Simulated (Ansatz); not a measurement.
## Worked example: correlation energy of Si–AlH₂⁺, triplet

Geometry: that of the Si–AlH2, quartet, kept fixed.

```csv
atom,x (Å),y (Å),z (Å)
Si,0.0000,0.0000,1.2493
Al,0.0000,0.0000,-1.1594
H,0.0000,1.4055,-1.8880
H,0.0000,-1.4055,-1.8880
```

Basis 6-31G; Ansatz 0.2.0. Correlated methods freeze the noble-gas cores, which leaves 8 electrons in 20 orbitals. R marks a restricted (for open shells ROHF) determinant, U an unrestricted one.

Full CI is exact within this basis and frozen core; it isn't the basis-set limit. The frozen core follows each run's orbitals, which can shift R against U totals by a few meV.

UCCSD has a T1 diagnostic of 0.024 and a largest doubles amplitude of 0.06.

Runs differ by some tens of microhartree through their thresholds and, for an open shell, their frozen cores, so the step to full CI, which has another core, is uncertain by up to 0.1 kcal/mol.

```
    level  total energy (hartree)
      UHF             -531.594237
     UMP2             -531.644604
    UCCSD             -531.669347
 UCCSD(T)             -531.670716
   UCCSDT             -531.671465
UCCSDT(Q)             -531.671534
  full CI             -531.671553
```

Problem. What is the correlation energy at full CI, and what share of it do UMP2 and UCCSD recover?

Solution. E(corr) = -531.671553 − (-531.594237) = -0.077316 hartree = -2.104 eV. UMP2: -0.050367 / -0.077316 = 65.14 %. UCCSD: -0.075110 / -0.077316 = 97.15 %.

Problem. By how many kcal/mol does UCCSD(T) miss full CI (1 hartree = 627.509 kcal/mol), and which steps make up the rest?

Solution. -531.670716 − (-531.671553) = 0.000837 hartree = 0.53 kcal/mol. Steps: UCCSDT − UCCSD(T) = -0.47, UCCSDT(Q) − UCCSDT = -0.04, full CI − UCCSDT(Q) = -0.01 kcal/mol. That is within 1 kcal/mol of the reference in this basis, which itself misses far more of the correlation at the basis-set limit.
